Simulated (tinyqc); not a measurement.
Inside a calculation (part 1 of 3). Method: UHF in the sto-6g basis, for H2O, spin multiplicity 1. Computed by tinyqc, a small Python program that keeps every step (integrals from PySCF). Settings: charge = 0, multiplicity = 1, basis = sto-6g, energy threshold = 1e-09, iteration cap = 73, orthogonalisation = symmetric, start = Wolfsberg-Helmholz matrix, DIIS depth = 6, shift = 1.0, method = UHF, break = 0.4. Command: `OMP_NUM_THREADS=1 python tinyqc.py 25884 25885 out.jsonl` (the two numbers bound the seeds that draw the settings). One thread of a shared host (Intel(R) Xeon(R) Processor @ 2.60GHz), about 0.2 s of CPU time with the checks. Later iterations appear only in the table of the cycle.

## One-electron integrals

Geometry (angstrom):
```
atom        x         y        z
O     0.00000   0.00000  0.00000
H     0.00000   0.71100  0.65000
H     0.00000  -0.71100  0.65000
```

Basis sto-6g: exponents (1/bohr^2) and contraction coefficients of normalised primitives:
```
element  l (shell)    exponent  coefficient
O            s (1)  1355.58423      0.00916
O            s (1)   248.54489      0.04936
O            s (1)    69.53390      0.16854
O            s (1)    23.88677      0.37056
O            s (1)     9.27593      0.41649
O            s (1)     3.82034      0.13033
O            s (2)    52.18776     -0.01325
O            s (2)    10.32932     -0.04699
O            s (2)     3.21034     -0.03379
O            s (2)     1.23514      0.25024
O            s (2)     0.53642      0.59512
O            s (2)     0.24588      0.24071
O            p (3)    52.18776      0.00376
O            p (3)    10.32932      0.03768
O            p (3)     3.21034      0.17390
O            p (3)     1.23514      0.41804
O            p (3)     0.53642      0.42586
O            p (3)     0.24588      0.10171
H            s (1)    35.52322      0.00916
H            s (1)     6.51314      0.04936
H            s (1)     1.82214      0.16854
H            s (1)     0.62596      0.37056
H            s (1)     0.24308      0.41649
H            s (1)     0.10011      0.13033
```

Overlap, kinetic and nuclear-attraction integrals over the contracted functions; the nuclear repulsion is the sum of Za Zb / Rab.

nuclear repulsion = 9.1611915 hartree

overlap S, order 1O 1s, 1O 2s, 1O 2px, 1O 2py, 1O 2pz, 2H 1s, 3H 1s:
$$\begin{pmatrix}
1.00000 & 0.23114 & 0.00000 & 0.00000 & 0.00000 & 0.05466 & 0.05466 \\
0.23114 & 1.00000 & 0.00000 & 0.00000 & 0.00000 & 0.47278 & 0.47278 \\
0.00000 & 0.00000 & 1.00000 & 0.00000 & 0.00000 & 0.00000 & 0.00000 \\
0.00000 & 0.00000 & 0.00000 & 1.00000 & 0.00000 & 0.28827 & -0.28827 \\
0.00000 & 0.00000 & 0.00000 & 0.00000 & 1.00000 & 0.26353 & 0.26353 \\
0.05466 & 0.47278 & 0.00000 & 0.28827 & 0.26353 & 1.00000 & 0.28692 \\
0.05466 & 0.47278 & 0.00000 & -0.28827 & 0.26353 & 0.28692 & 1.00000
\end{pmatrix}$$

kinetic energy T (hartree), order 1O 1s, 1O 2s, 1O 2px, 1O 2py, 1O 2pz, 2H 1s, 3H 1s:
$$\begin{pmatrix}
29.32720 & -0.89602 & 0.00000 & 0.00000 & 0.00000 & -0.00265 & -0.00265 \\
-0.89602 & 0.84262 & 0.00000 & 0.00000 & 0.00000 & 0.12502 & 0.12502 \\
0.00000 & 0.00000 & 2.53131 & 0.00000 & 0.00000 & 0.00000 & 0.00000 \\
0.00000 & 0.00000 & 0.00000 & 2.53131 & 0.00000 & 0.20460 & -0.20460 \\
0.00000 & 0.00000 & 0.00000 & 0.00000 & 2.53131 & 0.18705 & 0.18705 \\
-0.00265 & 0.12502 & 0.00000 & 0.20460 & 0.18705 & 0.76852 & 0.01732 \\
-0.00265 & 0.12502 & 0.00000 & -0.20460 & 0.18705 & 0.01732 & 0.76852
\end{pmatrix}$$

nuclear attraction V (hartree), order 1O 1s, 1O 2s, 1O 2px, 1O 2py, 1O 2pz, 2H 1s, 3H 1s:
$$\begin{pmatrix}
-62.35695 & -6.40522 & 0.00000 & 0.00000 & -0.02188 & -1.73599 & -1.73599 \\
-6.40522 & -10.08473 & 0.00000 & 0.00000 & -0.24402 & -3.83258 & -3.83258 \\
0.00000 & 0.00000 & -10.00183 & 0.00000 & 0.00000 & 0.00000 & 0.00000 \\
0.00000 & 0.00000 & 0.00000 & -10.13664 & 0.00000 & -2.08148 & 2.08148 \\
-0.02188 & -0.24402 & 0.00000 & 0.00000 & -10.11450 & -1.98995 & -1.98995 \\
-1.73599 & -3.83258 & 0.00000 & -2.08148 & -1.98995 & -5.84750 & -1.81261 \\
-1.73599 & -3.83258 & 0.00000 & 2.08148 & -1.98995 & -1.81261 & -5.84750
\end{pmatrix}$$

core Hamiltonian H = T + V (hartree), order 1O 1s, 1O 2s, 1O 2px, 1O 2py, 1O 2pz, 2H 1s, 3H 1s:
$$\begin{pmatrix}
-33.02975 & -7.30125 & 0.00000 & 0.00000 & -0.02188 & -1.73864 & -1.73864 \\
-7.30125 & -9.24211 & 0.00000 & 0.00000 & -0.24402 & -3.70756 & -3.70756 \\
0.00000 & 0.00000 & -7.47052 & 0.00000 & 0.00000 & 0.00000 & 0.00000 \\
0.00000 & 0.00000 & 0.00000 & -7.60533 & 0.00000 & -1.87688 & 1.87688 \\
-0.02188 & -0.24402 & 0.00000 & 0.00000 & -7.58319 & -1.80291 & -1.80291 \\
-1.73864 & -3.70756 & 0.00000 & -1.87688 & -1.80291 & -5.07898 & -1.79529 \\
-1.73864 & -3.70756 & 0.00000 & 1.87688 & -1.80291 & -1.79529 & -5.07898
\end{pmatrix}$$

## Two-electron integrals

Functions are numbered as in S; the eight-fold symmetry (ij|kl) = (ji|kl) = (kl|ij) leaves the list below.

Two-electron integrals (ij|kl) in chemists' order, unique and non-zero (hartree):
```
(11|11) 4.78749    (21|11) 0.67588    (21|21) 0.12150    (22|11) 1.11738
(22|21) 0.24921    (22|22) 0.81738    (31|31) 0.02576    (32|31) 0.03914
(32|32) 0.18066    (33|11) 1.11738    (33|21) 0.24921    (33|22) 0.81738
(33|33) 0.88066    (41|41) 0.02576    (42|41) 0.03914    (42|42) 0.18066
(43|43) 0.04746    (44|11) 1.11738    (44|21) 0.24921    (44|22) 0.81738
(44|33) 0.78574    (44|44) 0.88066    (51|51) 0.02576    (52|51) 0.03914
(52|52) 0.18066    (53|53) 0.04746    (54|54) 0.04746    (55|11) 1.11738
(55|21) 0.24921    (55|22) 0.81738    (55|33) 0.78574    (55|44) 0.78574
(55|55) 0.88066    (61|11) 0.17063    (61|21) 0.02939    (61|22) 0.05892
(61|33) 0.05879    (61|41) 0.00106    (61|42) 0.00206    (61|44) 0.05900
(61|51) 0.00097    (61|52) 0.00189    (61|54) 0.00019    (61|55) 0.05897
(61|61) 0.00725    (62|11) 0.39939    (62|21) 0.09025    (62|22) 0.32583
(62|33) 0.32054    (62|41) 0.00531    (62|42) 0.03850    (62|44) 0.32919
(62|51) 0.00485    (62|52) 0.03519    (62|54) 0.00791    (62|55) 0.32777
(62|61) 0.02192    (62|62) 0.15894    (63|31) 0.01022    (63|32) 0.05688
(63|43) 0.00801    (63|53) 0.00733    (63|63) 0.02299    (64|11) 0.20739
(64|21) 0.04755    (64|22) 0.18310    (64|33) 0.17476    (64|41) 0.01271
(64|42) 0.07753    (64|44) 0.19569    (64|51) 0.00227    (64|52) 0.01888
(64|54) 0.01181    (64|55) 0.17886    (64|61) 0.01210    (64|62) 0.10863
(64|64) 0.09652    (65|11) 0.18960    (65|21) 0.04347    (65|22) 0.16739
(65|33) 0.15977    (65|41) 0.00227    (65|42) 0.01888    (65|44) 0.16425
(65|51) 0.01230    (65|52) 0.07414    (65|54) 0.01211    (65|55) 0.17817
(65|61) 0.01106    (65|62) 0.09931    (65|64) 0.06722    (65|65) 0.08444
(66|11) 0.52900    (66|21) 0.12175    (66|22) 0.50096    (66|33) 0.48074
(66|41) 0.00965    (66|42) 0.09437    (66|44) 0.51379    (66|51) 0.00882
(66|52) 0.08627    (66|54) 0.03021    (66|55) 0.50836    (66|61) 0.02992
(66|62) 0.30365    (66|64) 0.23725    (66|65) 0.21689    (66|66) 0.77500
(71|11) 0.17063    (71|21) 0.02939    (71|22) 0.05892    (71|33) 0.05879
(71|41) -0.00106   (71|42) -0.00206   (71|44) 0.05900    (71|51) 0.00097
(71|52) 0.00189    (71|54) -0.00019   (71|55) 0.05897    (71|61) 0.00715
(71|62) 0.02128    (71|64) 0.01064    (71|65) 0.01073    (71|66) 0.02866
(71|71) 0.00725    (72|11) 0.39939    (72|21) 0.09025    (72|22) 0.32583
(72|33) 0.32054    (72|41) -0.00531   (72|42) -0.03850   (72|44) 0.32919
(72|51) 0.00485    (72|52) 0.03519    (72|54) -0.00791   (72|55) 0.32777
(72|61) 0.02128    (72|62) 0.13276    (72|64) 0.06191    (72|65) 0.08082
(72|66) 0.21264    (72|71) 0.02192    (72|72) 0.15894    (73|31) 0.01022
(73|32) 0.05688    (73|43) -0.00801   (73|53) 0.00733    (73|63) 0.01872
(73|73) 0.02299    (74|11) -0.20739   (74|21) -0.04755   (74|22) -0.18310
(74|33) -0.17476   (74|41) 0.01271    (74|42) 0.07753    (74|44) -0.19569
(74|51) -0.00227   (74|52) -0.01888   (74|54) 0.01181    (74|55) -0.17886
(74|61) -0.01064   (74|62) -0.06191   (74|64) -0.01046   (74|65) -0.03678
(74|66) -0.08603   (74|71) -0.01210   (74|72) -0.10863   (74|74) 0.09652
(75|11) 0.18960    (75|21) 0.04347    (75|22) 0.16739    (75|33) 0.15977
(75|41) -0.00227   (75|42) -0.01888   (75|44) 0.16425    (75|51) 0.01230
(75|52) 0.07414    (75|54) -0.01211   (75|55) 0.17817    (75|61) 0.01073
(75|62) 0.08082    (75|64) 0.03678    (75|65) 0.06719    (75|66) 0.14257
(75|71) 0.01106    (75|72) 0.09931    (75|74) -0.06722   (75|75) 0.08444
(76|11) 0.17790    (76|21) 0.04064    (76|22) 0.15938    (76|33) 0.15544
(76|44) 0.15811    (76|51) 0.00342    (76|52) 0.02951    (76|55) 0.16460
(76|61) 0.00980    (76|62) 0.07867    (76|64) 0.04609    (76|65) 0.05527
(76|66) 0.15726    (76|71) 0.00980    (76|72) 0.07867    (76|74) -0.04609
(76|75) 0.05527    (76|76) 0.04754    (77|11) 0.52900    (77|21) 0.12175
(77|22) 0.50096    (77|33) 0.48074    (77|41) -0.00965   (77|42) -0.09437
(77|44) 0.51379    (77|51) 0.00882    (77|52) 0.08627    (77|54) -0.03021
(77|55) 0.50836    (77|61) 0.02866    (77|62) 0.21264    (77|64) 0.08603
(77|65) 0.14257    (77|66) 0.36261    (77|71) 0.02992    (77|72) 0.30365
(77|74) -0.23725   (77|75) 0.21689    (77|76) 0.15726    (77|77) 0.77500
```

## Orthogonalisation

S = U s U^T; symmetric (Loewdin) form X = U s^(-1/2) U^T, so that X^T S X = 1.

eigenvalues of S: [0.34630, 0.42436, 0.88112, 1.00000, 1.09947, 1.28871, 1.96004]

X, order 1O 1s, 1O 2s, 1O 2px, 1O 2py, 1O 2pz, 2H 1s, 3H 1s:
$$\begin{pmatrix}
1.02279 & -0.13813 & 0.00000 & 0.00000 & -0.01009 & 0.01951 & 0.01951 \\
-0.13813 & 1.23940 & 0.00000 & 0.00000 & 0.11958 & -0.28925 & -0.28925 \\
0.00000 & 0.00000 & 1.00000 & 0.00000 & 0.00000 & 0.00000 & 0.00000 \\
0.00000 & 0.00000 & 0.00000 & 1.09941 & 0.00000 & -0.21818 & 0.21818 \\
-0.01009 & 0.11958 & 0.00000 & 0.00000 & 1.06543 & -0.15876 & -0.15876 \\
0.01951 & -0.28925 & 0.00000 & -0.21818 & -0.15876 & 1.21078 & -0.10578 \\
0.01951 & -0.28925 & 0.00000 & 0.21818 & -0.15876 & -0.10578 & 1.21078
\end{pmatrix}$$

## Starting guess

The start is the generalised Wolfsberg-Helmholz matrix (K = 1.75) built on H, with HOMO and LUMO mixed by +/-0.4 rad for the two spins; D(s) = C_occ C_occ^T for each spin.

D(alpha) at the start, order 1O 1s, 1O 2s, 1O 2px, 1O 2py, 1O 2pz, 2H 1s, 3H 1s:
$$\begin{pmatrix}
1.03050 & -0.12082 & 0.00000 & 0.00000 & 0.06011 & -0.06837 & -0.06837 \\
-0.12082 & 0.56398 & 0.00000 & 0.00000 & -0.22803 & 0.17028 & 0.17028 \\
0.00000 & 0.00000 & 0.84835 & -0.27717 & 0.00000 & 0.33317 & -0.33317 \\
0.00000 & 0.00000 & -0.27717 & 0.79729 & 0.00000 & 0.08184 & -0.08184 \\
0.06011 & -0.22803 & 0.00000 & 0.00000 & 0.89620 & 0.06342 & 0.06342 \\
-0.06837 & 0.17028 & 0.33317 & 0.08184 & 0.06342 & 0.25660 & -0.10799 \\
-0.06837 & 0.17028 & -0.33317 & -0.08184 & 0.06342 & -0.10799 & 0.25660
\end{pmatrix}$$

D(beta) at the start, order 1O 1s, 1O 2s, 1O 2px, 1O 2py, 1O 2pz, 2H 1s, 3H 1s:
$$\begin{pmatrix}
1.03050 & -0.12082 & 0.00000 & 0.00000 & 0.06011 & -0.06837 & -0.06837 \\
-0.12082 & 0.56398 & 0.00000 & 0.00000 & -0.22803 & 0.17028 & 0.17028 \\
0.00000 & 0.00000 & 0.84835 & 0.27717 & 0.00000 & -0.33317 & 0.33317 \\
0.00000 & 0.00000 & 0.27717 & 0.79729 & 0.00000 & 0.08184 & -0.08184 \\
0.06011 & -0.22803 & 0.00000 & 0.00000 & 0.89620 & 0.06342 & 0.06342 \\
-0.06837 & 0.17028 & -0.33317 & 0.08184 & 0.06342 & 0.25660 & -0.10799 \\
-0.06837 & 0.17028 & 0.33317 & -0.08184 & 0.06342 & -0.10799 & 0.25660
\end{pmatrix}$$

## Iteration 1: building the Fock matrix

J_ij = sum D_kl (ij|kl) with D = D(alpha) + D(beta), K_ij = sum D_kl (ik|jl) for each spin; F = H + J - K(s); E = tr D H + tr D J / 2 - 0.5 sum_s tr D(s) K(s) + E_nn.

Coulomb J (hartree), order 1O 1s, 1O 2s, 1O 2px, 1O 2py, 1O 2pz, 2H 1s, 3H 1s:
$$\begin{pmatrix}
17.63000 & 3.14975 & 0.00000 & 0.00000 & -0.00813 & 0.76625 & 0.76625 \\
3.14975 & 8.32156 & 0.00000 & 0.00000 & 0.01732 & 3.29176 & 3.29176 \\
0.00000 & 0.00000 & 8.28623 & 0.00000 & 0.00000 & 0.00000 & 0.00000 \\
0.00000 & 0.00000 & 0.00000 & 8.33696 & 0.00000 & 1.84081 & -1.84081 \\
-0.00813 & 0.01732 & 0.00000 & 0.00000 & 8.34148 & 1.69608 & 1.69608 \\
0.76625 & 3.29176 & 0.00000 & 1.84081 & 1.69608 & 5.11460 & 1.61247 \\
0.76625 & 3.29176 & 0.00000 & -1.84081 & 1.69608 & 1.61247 & 5.11460
\end{pmatrix}$$

exchange K(alpha) (hartree), order 1O 1s, 1O 2s, 1O 2px, 1O 2py, 1O 2pz, 2H 1s, 3H 1s:
$$\begin{pmatrix}
4.88032 & 0.78775 & 0.00000 & 0.00000 & 0.00514 & 0.19998 & 0.19998 \\
0.78775 & 1.25687 & 0.00000 & 0.00000 & -0.05899 & 0.57409 & 0.57409 \\
0.00000 & 0.00000 & 0.99465 & -0.10915 & 0.00000 & 0.05914 & -0.05914 \\
0.00000 & 0.00000 & -0.10915 & 1.07211 & 0.00000 & 0.30797 & -0.30797 \\
0.00514 & -0.05899 & 0.00000 & 0.00000 & 1.11146 & 0.26176 & 0.26176 \\
0.19998 & 0.57409 & 0.05914 & 0.30797 & 0.26176 & 0.58766 & 0.25821 \\
0.19998 & 0.57409 & -0.05914 & -0.30797 & 0.26176 & 0.25821 & 0.58766
\end{pmatrix}$$

exchange K(beta) (hartree), order 1O 1s, 1O 2s, 1O 2px, 1O 2py, 1O 2pz, 2H 1s, 3H 1s:
$$\begin{pmatrix}
4.88032 & 0.78775 & 0.00000 & 0.00000 & 0.00514 & 0.19998 & 0.19998 \\
0.78775 & 1.25687 & 0.00000 & 0.00000 & -0.05899 & 0.57409 & 0.57409 \\
0.00000 & 0.00000 & 0.99465 & 0.10915 & 0.00000 & -0.05914 & 0.05914 \\
0.00000 & 0.00000 & 0.10915 & 1.07211 & 0.00000 & 0.30797 & -0.30797 \\
0.00514 & -0.05899 & 0.00000 & 0.00000 & 1.11146 & 0.26176 & 0.26176 \\
0.19998 & 0.57409 & -0.05914 & 0.30797 & 0.26176 & 0.58766 & 0.25821 \\
0.19998 & 0.57409 & 0.05914 & -0.30797 & 0.26176 & 0.25821 & 0.58766
\end{pmatrix}$$

F(alpha) (hartree), order 1O 1s, 1O 2s, 1O 2px, 1O 2py, 1O 2pz, 2H 1s, 3H 1s:
$$\begin{pmatrix}
-20.28007 & -4.93925 & 0.00000 & 0.00000 & -0.03515 & -1.17237 & -1.17237 \\
-4.93925 & -2.17742 & 0.00000 & 0.00000 & -0.16770 & -0.98989 & -0.98989 \\
0.00000 & 0.00000 & -0.17894 & 0.10915 & 0.00000 & -0.05914 & 0.05914 \\
0.00000 & 0.00000 & 0.10915 & -0.34048 & 0.00000 & -0.34403 & 0.34403 \\
-0.03515 & -0.16770 & 0.00000 & 0.00000 & -0.35316 & -0.36858 & -0.36858 \\
-1.17237 & -0.98989 & -0.05914 & -0.34403 & -0.36858 & -0.55204 & -0.44103 \\
-1.17237 & -0.98989 & 0.05914 & 0.34403 & -0.36858 & -0.44103 & -0.55204
\end{pmatrix}$$

F(beta) (hartree), order 1O 1s, 1O 2s, 1O 2px, 1O 2py, 1O 2pz, 2H 1s, 3H 1s:
$$\begin{pmatrix}
-20.28007 & -4.93925 & 0.00000 & 0.00000 & -0.03515 & -1.17237 & -1.17237 \\
-4.93925 & -2.17742 & 0.00000 & 0.00000 & -0.16770 & -0.98989 & -0.98989 \\
0.00000 & 0.00000 & -0.17894 & -0.10915 & 0.00000 & 0.05914 & -0.05914 \\
0.00000 & 0.00000 & -0.10915 & -0.34048 & 0.00000 & -0.34403 & 0.34403 \\
-0.03515 & -0.16770 & 0.00000 & 0.00000 & -0.35316 & -0.36858 & -0.36858 \\
-1.17237 & -0.98989 & 0.05914 & -0.34403 & -0.36858 & -0.55204 & -0.44103 \\
-1.17237 & -0.98989 & -0.05914 & 0.34403 & -0.36858 & -0.44103 & -0.55204
\end{pmatrix}$$

total energy of this density = -75.2408925 hartree

## Iteration 1: diagonalisation and new density

A level shift of 1 hartree raises the virtual space: F + shift (S - S D(s) S), with D(s) the density of one spin. Diagonalise F' = X^T F X, C = X C', fill 5 alpha and 5 beta electrons from the bottom; D(s) = C_occ C_occ^T. Each column has its largest component positive (the first on a tie).

F' = X^T F X (alpha) (hartree):
$$\begin{pmatrix}
-19.93725 & -2.58446 & 0.00000 & 0.00000 & -0.07637 & -0.15167 & -0.15167 \\
-2.58446 & -0.62980 & 0.00000 & 0.00000 & 0.25098 & -0.84317 & -0.84317 \\
0.00000 & 0.00000 & -0.02729 & 0.30816 & 0.00000 & -0.32783 & 0.32783 \\
0.00000 & 0.00000 & 0.30816 & 0.08178 & 0.00000 & -0.65928 & 0.65928 \\
-0.07637 & 0.25098 & 0.00000 & 0.00000 & -0.11154 & -0.46738 & -0.46738 \\
-0.15167 & -0.84317 & -0.32783 & -0.65928 & -0.46738 & 0.64968 & -0.19531 \\
-0.15167 & -0.84317 & 0.32783 & 0.65928 & -0.46738 & -0.19531 & 0.64968
\end{pmatrix}$$

orbital energies (alpha) (hartree): MO1 -20.28392, MO2 -1.16498, MO3 -0.54406, MO4 -0.35488, MO5 -0.21149, MO6 1.57956, MO7 1.65503

coefficients C (alpha), order 1O 1s, 1O 2s, 1O 2px, 1O 2py, 1O 2pz, 2H 1s, 3H 1s:
$$\begin{pmatrix}
0.99607 & -0.20218 & 0.00000 & 0.09576 & 0.00000 & -0.15438 & 0.00000 \\
0.01894 & 0.71529 & 0.00000 & -0.45098 & 0.00000 & 1.01066 & 0.00000 \\
0.00000 & 0.00000 & 0.00696 & 0.00000 & 0.94935 & 0.00000 & -0.31415 \\
0.00000 & 0.00000 & 0.73919 & 0.00000 & -0.27830 & 0.00000 & -0.82465 \\
0.00457 & 0.16714 & 0.00000 & 0.87525 & 0.00000 & 0.63713 & 0.00000 \\
-0.00511 & 0.23328 & 0.33940 & 0.11034 & 0.27859 & -0.80818 & 0.84939 \\
-0.00511 & 0.23328 & -0.33940 & 0.11034 & -0.27859 & -0.80818 & -0.84939
\end{pmatrix}$$

F' = X^T F X (beta) (hartree):
$$\begin{pmatrix}
-19.93725 & -2.58446 & 0.00000 & 0.00000 & -0.07637 & -0.15167 & -0.15167 \\
-2.58446 & -0.62980 & 0.00000 & 0.00000 & 0.25098 & -0.84317 & -0.84317 \\
0.00000 & 0.00000 & -0.02729 & -0.30816 & 0.00000 & 0.32783 & -0.32783 \\
0.00000 & 0.00000 & -0.30816 & 0.08178 & 0.00000 & -0.65928 & 0.65928 \\
-0.07637 & 0.25098 & 0.00000 & 0.00000 & -0.11154 & -0.46738 & -0.46738 \\
-0.15167 & -0.84317 & 0.32783 & -0.65928 & -0.46738 & 0.64968 & -0.19531 \\
-0.15167 & -0.84317 & -0.32783 & 0.65928 & -0.46738 & -0.19531 & 0.64968
\end{pmatrix}$$

orbital energies (beta) (hartree): MO1 -20.28392, MO2 -1.16498, MO3 -0.54406, MO4 -0.35488, MO5 -0.21149, MO6 1.57956, MO7 1.65503

coefficients C (beta), order 1O 1s, 1O 2s, 1O 2px, 1O 2py, 1O 2pz, 2H 1s, 3H 1s:
$$\begin{pmatrix}
0.99607 & -0.20218 & 0.00000 & 0.09576 & 0.00000 & -0.15438 & 0.00000 \\
0.01894 & 0.71529 & 0.00000 & -0.45098 & 0.00000 & 1.01066 & 0.00000 \\
0.00000 & 0.00000 & -0.00696 & 0.00000 & 0.94935 & 0.00000 & 0.31415 \\
0.00000 & 0.00000 & 0.73919 & 0.00000 & 0.27830 & 0.00000 & -0.82465 \\
0.00457 & 0.16714 & 0.00000 & 0.87525 & 0.00000 & 0.63713 & 0.00000 \\
-0.00511 & 0.23328 & 0.33940 & 0.11034 & -0.27859 & -0.80818 & 0.84939 \\
-0.00511 & 0.23328 & -0.33940 & 0.11034 & 0.27859 & -0.80818 & -0.84939
\end{pmatrix}$$

D(alpha) after iteration 1, order 1O 1s, 1O 2s, 1O 2px, 1O 2py, 1O 2pz, 2H 1s, 3H 1s:
$$\begin{pmatrix}
1.04220 & -0.16894 & 0.00000 & 0.00000 & 0.05457 & -0.04169 & -0.04169 \\
-0.16894 & 0.71538 & 0.00000 & 0.00000 & -0.27508 & 0.11700 & 0.11700 \\
0.00000 & 0.00000 & 0.90131 & -0.25906 & 0.00000 & 0.26684 & -0.26684 \\
0.00000 & 0.00000 & -0.25906 & 0.62385 & 0.00000 & 0.17335 & -0.17335 \\
0.05457 & -0.27508 & 0.00000 & 0.00000 & 0.79402 & 0.13555 & 0.13555 \\
-0.04169 & 0.11700 & 0.26684 & 0.17335 & 0.13555 & 0.25942 & -0.12618 \\
-0.04169 & 0.11700 & -0.26684 & -0.17335 & 0.13555 & -0.12618 & 0.25942
\end{pmatrix}$$

D(beta) after iteration 1, order 1O 1s, 1O 2s, 1O 2px, 1O 2py, 1O 2pz, 2H 1s, 3H 1s:
$$\begin{pmatrix}
1.04220 & -0.16894 & 0.00000 & 0.00000 & 0.05457 & -0.04169 & -0.04169 \\
-0.16894 & 0.71538 & 0.00000 & 0.00000 & -0.27508 & 0.11700 & 0.11700 \\
0.00000 & 0.00000 & 0.90131 & 0.25906 & 0.00000 & -0.26684 & 0.26684 \\
0.00000 & 0.00000 & 0.25906 & 0.62385 & 0.00000 & 0.17335 & -0.17335 \\
0.05457 & -0.27508 & 0.00000 & 0.00000 & 0.79402 & 0.13555 & 0.13555 \\
-0.04169 & 0.11700 & -0.26684 & 0.17335 & 0.13555 & 0.25942 & -0.12618 \\
-0.04169 & 0.11700 & 0.26684 & -0.17335 & 0.13555 & -0.12618 & 0.25942
\end{pmatrix}$$
